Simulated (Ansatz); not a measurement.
**CH₅AlS: up Jacob's ladder to CCSD(T)**

The task here is to estimate one member of a computed series from the others.

The runs use Ansatz 0.2.0, Gaussian basis; functionals in def2-TZVPP, the program's frozen cores in correlated methods.

Plan: LDA (SPW92), PBE-D4, revPBE-D4, BLYP-D4, r2SCAN-D4, B97M-V, PBE0-D4, B3LYP-D4, r2SCANh-D4, r2SCAN0-D4, HSE06-D4, BHLYP-D4, CAM-B3LYP-D4, LC-ωPBE, ωB97X-V, ωB97M-V, B2PLYP, PBE-QIDH; CCSD(T)/def2-SVP; CCSD(T)/def2-TZVPP; MP2/def2-QZVPP; extrapolation to the limit; RPA on PBE.

## The geometry

The geometry comes from an earlier relaxation with PBE0-D4 in a triple-zeta def2 set; it is a stationary point, not always the lowest conformer.

8 atoms, charge 0, spin multiplicity 1.

Atoms are counted from 1 here; the program's logs count them from 0.

Bond lengths: Al1–C2 1.957 Å, Al1–S3 2.479 Å, Al1–H4 1.586 Å, Al1–H5 1.584 Å, C2–S3 1.857 Å, C2–H6 1.087 Å, C2–H7 1.090 Å, S3–H8 1.344 Å. Angles: C2–Al1–S3 47.7°, C2–Al1–H4 117.5°, C2–Al1–H5 117.9°, S3–Al1–H4 106.9°, S3–Al1–H5 111.5°, H4–Al1–H5 124.5°, Al1–C2–S3 81.0°, Al1–C2–H6 126.7°, Al1–C2–H7 117.4°, S3–C2–H6 109.9°, S3–C2–H7 104.8°, H6–C2–H7 109.9°, Al1–S3–C2 51.3°, Al1–S3–H8 88.9°, C2–S3–H8 97.3°.

Set-up of the first run:

Contents of in.yaml:

```yaml
crystal:
  periodic: [false, false, false]
  atoms:
    - {symbol: Al, position_ang: [-0.711239, 0.452925, -0.803461]}
    - {symbol: C, position_ang: [0.552543, 0.405804, 0.690596]}
    - {symbol: S, position_ang: [0.938436, -1.244904, -0.067859]}
    - {symbol: H, position_ang: [-2.151297, -0.168302, -0.565934]}
    - {symbol: H, position_ang: [-0.252233, 1.167188, -2.140188]}
    - {symbol: H, position_ang: [0.309293, 0.282254, 1.742425]}
    - {symbol: H, position_ang: [1.471650, 0.982221, 0.587305]}
    - {symbol: H, position_ang: [-0.064953, -1.934185, 0.501215]}
basis:
  gaussian: {orbitals: def2-TZVPP}
hamiltonian: {xc: lda}
output: {orbitals: {seedname: orbitals}}
```

Launch:

```console
$ ansatz run in.yaml --threads 2 --pin off --events-out ev --progress --plain --max-ram 4352MiB
```

Among the steps run: LDA; PBE-D4 (GGA); revPBE-D4 (GGA); BLYP-D4 (GGA); r2SCAN-D4 (meta-GGA); B97M-V (meta-GGA); PBE0-D4 (hybrid); B3LYP-D4 (hybrid); r2SCANh-D4 (hybrid); r2SCAN0-D4 (hybrid); HSE06-D4 (hybrid); BHLYP-D4 (hybrid); CAM-B3LYP-D4 (range-separated); LC-ωPBE (range-separated); ωB97X-V (range-separated); ωB97M-V (range-separated); B2PLYP (double hybrid); PBE-QIDH (double hybrid).

One table of the session follows, with a row left open; its other results are not shown here.

It belongs to the step «Frontier levels by functional». 

| functional | HOMO (eV) | gap (eV) |
| --- | --- | --- |
| LDA (SPW92) | -6.15 | 4.79 |
| PBE-D4 | -6.03 | 4.84 |
| revPBE-D4 | -5.98 | 4.86 |
| BLYP-D4 | -5.88 | 4.79 |
| r2SCAN-D4 | -6.26 | 5.39 |
| B97M-V | -6.35 | 5.33 |
| PBE0-D4 | -7.18 | 6.81 |
| B3LYP-D4 | -6.97 | 6.37 |
| r2SCANh-D4 | -6.69 | 6.13 |
| r2SCAN0-D4 | -7.34 | 7.17 |
| HSE06-D4 | -6.79 | 6.04 |
| BHLYP-D4 | -8.23 | 8.59 |
| CAM-B3LYP-D4 | -8.49 | 9.00 |
| LC-ωPBE | ? | ? |
| ωB97X-V | -9.49 | 10.96 |
| ωB97M-V | -9.34 | 10.50 |

**Question.** Estimate the row for LC-ωPBE.

The run gave: HOMO (eV): -9.84; gap (eV): 11.42. In the column «HOMO (eV)» it is the lowest.
